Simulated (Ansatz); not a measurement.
Results of PBEsol in Ansatz (PAW) for fcc Cu.

A relaxed, unreconstructed slab of the (110) face has 12 atoms, two equal faces of 8.979 Å² each and an energy of -79063.1328 eV. A bulk cell of 2 atoms with the same orientation and in-plane k mesh has -13177.5507 eV. Energies are extrapolated to zero smearing.

Settings: plane-wave cutoff 500 eV, 16×22×1 k mesh (along the axes of the cell as run), Fermi–Dirac smearing 0.1 eV, scalar-relativistic PAW data made under PBE.

Worked out: γ = (E_slab − N E_bulk per atom)/2A = [-79063.1328 − 12 × (-13177.5507/2)]/(2 × 8.979) = 0.1209 eV/Å². With 16.022 J/m² per eV/Å² this is 1.94 J/m², or 1.09 eV per surface cell and face.

Ansatz is a first-principles code.
